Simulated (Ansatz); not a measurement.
Calculated with Ansatz (gas phase, PBE0-D4/def2-TZVP geometries, no zero-point term in ΔE). CCSD(T)/CBS is frozen-core, at the limit of the def2 triple- and quadruple-zeta sets. DFT in def2-TZVPP. B3LYP here is the variant with VWN-RPA as its local correlation; programs differ in this. HSE06 is defined as in plane-wave codes. Open shells (•) are unrestricted, without spin–orbit coupling. Spin–orbit coupling would lower the free atoms: a little for B, O.

Reaction (atomization): `B[O]`• → B• + 2 H• + O•

`B[O]`•:

```xyz
4

B     0.009   -0.016    0.004
O    -0.577    1.094   -0.255
H     0.085   -0.871   -0.851
H     0.483   -0.207    1.102
```

Task: What is ΔE at CCSD(T)/CBS? (Estimate.)

Result: The calculation gave: +14.05 eV.

Task: What do these levels give: revPBE-D4, B97M-V, HSE06-D4, B3LYP, CCSD(T)/def2-SVP, HF/def2-TZVPP, CCSD(T)/def2-QZVPP, MP2/CBS(def2), HF/cc-pV(D+d)Z, CCSD/cc-pV(T+d)Z, MP2/cc-pV(Q+d)Z, CCSD/CBS(cc)? (Best estimate.)

Result: Ansatz gave: revPBE-D4 14.38, B97M-V 14.44, HSE06-D4 14.30, B3LYP 14.43, CCSD(T)/def2-SVP 13.55, HF/def2-TZVPP 10.78, CCSD(T)/def2-QZVPP 13.93, MP2/CBS(def2) 14.05, HF/cc-pV(D+d)Z 10.51, CCSD/cc-pV(T+d)Z 13.55, MP2/cc-pV(Q+d)Z 13.94, CCSD/CBS(cc) 13.85 eV.

Largest T1 diagnostic among the species: 0.040.

From BLYP to BHLYP (50 % exact exchange), in def2-TZVPP and without D4, ΔE moves by −0.74 eV: exact exchange takes away binding that semilocal exchange gives to molecules. At CCSD(T), def2-SVP lies −0.50 eV from the extrapolated value and def2-TZVPP −0.30 eV: correlation converges slowly with the basis, and small sets miss more of it in the bonded molecule than in its fragments.
